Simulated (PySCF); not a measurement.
Numbering as in the mapped SMILES `[CH2:1]=[CH:2][C:3]1=[N:4][CH2:5]1`. Each H is labelled by its parent atom. Ha(C1) is cis to C3; Hb(C1) is trans to C3.

GIAO PBE0/pcSseg-1 shifts (PySCF 2.14, gas phase, non-relativistic, equivalent atoms averaged), each against references optimised in the same way as the molecule (TMS, NH3).

On the GFN2-xTB geometry: C3 173.8, C1 143.1, C2 130.2, C5 19.7, N4 335.2, H(C2) 7.45, Hb(C1) 6.72, Ha(C1) 6.41, H(C5) 1.31 ppm.

**Question.** What changes on the PBE0-D3(BJ)/def2-SVP geometry?

**Answer.** 
```csv
atoms,δ (ppm),change
C3,171.7,-2.1
C1,141.6,-1.5
C2,131.9,+1.7
C5,21.0,+1.3
N4,333.4,-1.8
H(C2),7.19,-0.26
Hb(C1),6.52,-0.20
Ha(C1),6.31,-0.10
H(C5),1.48,+0.17
```

Bonds between heavy atoms that differ most (equivalent bonds averaged): C2–C3 1.419 → 1.440 Å, N4–C5 1.495 → 1.514 Å, C5–C3 1.454 → 1.446 Å, C1–C2 1.332 → 1.339 Å, C3–N4 1.263 → 1.258 Å. Mean change of bonds to hydrogen: C–H +0.015 Å.
